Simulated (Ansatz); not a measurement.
in.yaml

```yaml
crystal:
  periodic: [false, false, false]
  atoms:
    - {symbol: Br, position_ang: [-1.866910, 0.000000, -0.000001]}
    - {symbol: H, position_ang: [-0.321910, 0.000000, 0.000000]}
    - {symbol: Ge, position_ang: [1.957090, 0.000000, 0.000001]}
    - {symbol: H, position_ang: [2.425758, -1.465915, 0.000001]}
    - {symbol: H, position_ang: [2.425759, 0.732957, -1.269519]}
    - {symbol: H, position_ang: [2.425758, 0.732957, 1.269520]}
basis:
  gaussian: {orbitals: cc-pVDZ}
magnetization: {spin_polarized: true, initial_magnetization: 1}
correlation: {method: ccsd_t, electrons: outside_noble_gas}
output: {forces: true}
```

```sh
$ ansatz run in.yaml --threads 1 --pin off --events-out ev --progress --plain --max-ram 4096MiB --backend cpu
```

Log:

```
814 factors; integrals over basis functions are off by at most 1.4e-3 eV
mean field evaluation 1: about -126531.6936 eV, gradient 9.9e0 eV
mean field evaluation 2: about -126531.6986 eV, gradient 9.9e0 eV
mean field evaluation 4: about -126532.7520 eV, gradient 1.3e0 eV
mean field evaluation 8: about -126532.7818 eV, gradient 3.9e-4 eV
mean field evaluation 16: about -126532.7730 eV, gradient 1.6e-1 eV
mean field evaluation 32: about -126529.2125 eV, gradient 2.3e-3 eV
mean field -126532.78179010 eV, -4649.9939637864 hartree, gradient 6.8e-6 eV, S^2 0.763838; 0 other end points of the search recorded, 0 dependent functions left out
28 core orbitals not correlated: weight in the atoms' cores, before any rotation towards them, 0.999 or more for the frozen orbitals, at most 0.000 for the correlated occupied ones
reference -126532.78179010 eV, -4649.9939637864 hartree; 8, 7 occupied and 38, 39 virtual orbitals, 814 factors
second order -6.04633456 eV of doubles, -0.00000000 eV of singles
cycle   1  -6.85264366 eV  change   -8.1e-1 eV  update   6.5e-2
cycle   2  -7.13067294 eV  change   -2.8e-1 eV  update   2.4e-2
cycle   3  -7.14777300 eV  change   -1.7e-2 eV  update   6.9e-3
cycle   4  -7.14718789 eV  change    5.9e-4 eV  update   2.6e-3
cycle   5  -7.14700123 eV  change    1.9e-4 eV  update   9.4e-4
cycle   6  -7.14698387 eV  change    1.7e-5 eV  update   2.6e-4
cycle   7  -7.14706943 eV  change   -8.6e-5 eV  update   9.7e-5
cycle   8  -7.14709552 eV  change   -2.6e-5 eV  update   3.9e-5
cycle   9  -7.14708840 eV  change    7.1e-6 eV  update   1.6e-5
cycle  10  -7.14708745 eV  change    9.5e-7 eV  update   6.2e-6
cycle  11  -7.14708733 eV  change    1.3e-7 eV  update   2.4e-6
perturbative correction -0.13110851 eV, -0.0048181488 hartree
the calculation of the forces begins
mean field evaluation 64: about -126532.7818 eV, gradient 6.8e-6 eV
Total energy: -126540.05998594 eV, -4650.2614325500 hartree
Atom 0 at    -1.866910     0.000000    -0.000001 Å, force     1.335595    -0.000000     0.000001 eV/Å
Atom 1 at    -0.321910     0.000000     0.000000 Å, force    -1.361276     0.000000    -0.000001 eV/Å
Atom 2 at     1.957090     0.000000     0.000001 Å, force     0.142969    -0.000004     0.000000 eV/Å
Atom 3 at     2.425758    -1.465915     0.000001 Å, force    -0.039097    -0.108375    -0.000000 eV/Å
Atom 4 at     2.425759     0.732957    -1.269519 Å, force    -0.039096     0.054190    -0.093858 eV/Å
Atom 5 at     2.425758     0.732957     1.269520 Å, force    -0.039096     0.054190     0.093858 eV/Å
Dipole moment:     0.425298     0.000000     0.000000 e Å
```

Forces (eV/Å):
```
Br   1.336  0.000  0.000
H   -1.361  0.000  0.000
Ge   0.143  0.000  0.000
H   -0.039 -0.108  0.000
H   -0.039  0.054 -0.094
H   -0.039  0.054  0.094
```

For the same geometry and basis UCCSDT(Q) lies 32.9 meV lower.

Ran on 1 thread of AMD EPYC 7R13, shared host: 11 s wall, 0.29 GiB peak host memory.
